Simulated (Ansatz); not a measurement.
# AlBH2: the cost of one run

The runs use Ansatz 0.2.0, Gaussian basis; def2-QZVPP, all electrons in the functionals.

The runs, in order: PBE, BLYP, r2SCAN, B97M-V, PBE0, B3LYP, at charge 0, triplet; charge 0, singlet; charge 0, quintet; charge 1, doublet; charge 1, quartet.

2 further runs of the same task are left out: 2 set aside as unsound or not needed.

### 1 The geometry

The geometry is a PBE0/def2-TZVP stationary point (not a proven minimum).

4 atoms, charge 0, spin multiplicity 3.

Atoms are counted from 1 here; the program's logs count them from 0.

Bond lengths: B1–Al2 2.058 Å, B1–H3 1.195 Å, B1–H4 1.195 Å. Angles: Al2–B1–H3 115.6°, Al2–B1–H4 115.6°, H3–B1–H4 128.7°.

No dispersion term is added; B97M-V holds VV10 nonlocal correlation. B3LYP takes the VWN-RPA correlation.

The geometry shown and the zero of energy belong to the point charge 0, triplet. The yardstick, UCCSD(T), and other wave-function levels (R restricted, U unrestricted, valence and pair active spaces) come from earlier runs.

### 2 PBE, charge 0, triplet

The input, in.yaml:

```yaml
crystal:
  periodic: [false, false, false]
  atoms:
    - {symbol: B, position_ang: [0.000000, 0.000000, 1.368886]}
    - {symbol: Al, position_ang: [0.000000, 0.000000, -0.689391]}
    - {symbol: H, position_ang: [0.000000, 1.077612, 1.885924]}
    - {symbol: H, position_ang: [0.000000, -1.077612, 1.885924]}
basis:
  gaussian: {orbitals: "def2-QZVPP.json"}
magnetization: {spin_polarized: true, initial_magnetization: 2}
hamiltonian: {xc: {name: PBE}}
output: {orbitals: {seedname: orbitals}}
```

Command:

```console
$ ansatz run in.yaml --threads 1 --pin off --events-out ev --progress --plain --max-ram 2393MiB
```

Q: Estimate wall time and peak memory on 1 thread of Arm Neoverse V2, shared host.

About 8 s, with a peak of 0.3 GiB.
